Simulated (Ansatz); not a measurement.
**C2H8Si: small, medium and large basis sets**

One table from this session's results is given with a row withheld; the runs are named, their logs left out.

Computed with Ansatz 0.2.0, Gaussian basis. Level: one geometry, several basis sets.

The runs, in order: PBE0-D4/def2-SVP; ωB97M-V/def2-SVP; PBE0-D4/def2-QZVPP; ωB97M-V/def2-QZVPP; the functionals' def2-TZVPP values are taken from earlier runs.

## The geometry

All runs share one geometry, relaxed beforehand with PBE0-D4 in a triple-zeta def2 set.

SMILES `C[SiH2]C`, 11 atoms, charge 0, spin multiplicity 1.

Atoms are counted from 1 here; the program's logs count them from 0.

Bond lengths: C1–Si2 1.872 Å, C1–H4 1.092 Å, C1–H5 1.093 Å, C1–H6 1.093 Å, Si2–C3 1.872 Å, Si2–H7 1.491 Å, Si2–H8 1.491 Å, C3–H9 1.093 Å, C3–H10 1.092 Å, C3–H11 1.093 Å. Angles: Si2–C1–H4 111.0°, Si2–C1–H5 110.9°, Si2–C1–H6 110.9°, H4–C1–H5 108.0°, H4–C1–H6 108.0°, H5–C1–H6 108.0°, C1–Si2–C3 111.5°, C1–Si2–H7 109.5°, C1–Si2–H8 109.5°, C3–Si2–H7 109.5°, C3–Si2–H8 109.5°, H7–Si2–H8 107.3°, Si2–C3–H9 110.9°, Si2–C3–H10 111.0°, Si2–C3–H11 110.9°, H9–C3–H10 108.0°, H9–C3–H11 108.0°, H10–C3–H11 108.0°.

Coordinates:

```
C    -1.0502    0.9672   -0.6612
Si   -0.3092   -0.6532   -0.0876
C     1.3466   -0.3923    0.7457
H    -2.0158    0.8069   -1.1461
H    -0.3917    1.4646   -1.3778
H    -1.2049    1.6449    0.1821
H    -0.1399   -1.5642   -1.2561
H    -1.2451   -1.3193    0.8633
H     2.0582    0.0752    0.0604
H     1.7726   -1.3420    1.0774
H     1.2448    0.2552    1.6203
```

Set-up of the first run:

Input file in.yaml:

```yaml
crystal:
  periodic: [false, false, false]
  atoms:
    - {symbol: C, position_ang: [-1.050194, 0.967247, -0.661205]}
    - {symbol: Si, position_ang: [-0.309153, -0.653224, -0.087569]}
    - {symbol: C, position_ang: [1.346645, -0.392322, 0.745733]}
    - {symbol: H, position_ang: [-2.015831, 0.806887, -1.146056]}
    - {symbol: H, position_ang: [-0.391696, 1.464606, -1.377756]}
    - {symbol: H, position_ang: [-1.204876, 1.644935, 0.182148]}
    - {symbol: H, position_ang: [-0.139944, -1.564162, -1.256106]}
    - {symbol: H, position_ang: [-1.245144, -1.319327, 0.863296]}
    - {symbol: H, position_ang: [2.058155, 0.075172, 0.060434]}
    - {symbol: H, position_ang: [1.772561, -1.341973, 1.077406]}
    - {symbol: H, position_ang: [1.244778, 0.255160, 1.620274]}
basis:
  gaussian: {orbitals: def2-SVP}
hamiltonian: {xc: pbe0, dispersion: d4}
output: {orbitals: {seedname: orbitals}}
```

Among the steps run: PBE0-D4 in def2-SVP; ωB97M-V in def2-SVP; PBE0-D4 in def2-QZVPP; ωB97M-V in def2-QZVPP.

One table of the session follows, with a row left open; its other results are not shown here.

It belongs to the step «Functionals by basis». 

| functional | basis | HOMO (eV) | LUMO (eV) |
| --- | --- | --- | --- |
| PBE0-D4 | def2-SVP | -8.82 | 1.63 |
| PBE0-D4 | def2-TZVPP | -8.82 | 1.07 |
| PBE0-D4 | def2-QZVPP | -8.82 | 0.62 |
| ωB97M-V | def2-SVP | -11.06 | 3.27 |
| ωB97M-V | def2-TZVPP | -11.08 | 2.50 |
| ωB97M-V | def2-QZVPP | ? | ? |

Q: Estimate the row for ωB97M-V, def2-QZVPP from the others.

**Answer.** HOMO (eV): -11.07; LUMO (eV): 1.76. In the column «HOMO (eV)» it lies between ωB97M-V, def2-TZVPP (-11.08) and ωB97M-V, def2-SVP (-11.06).
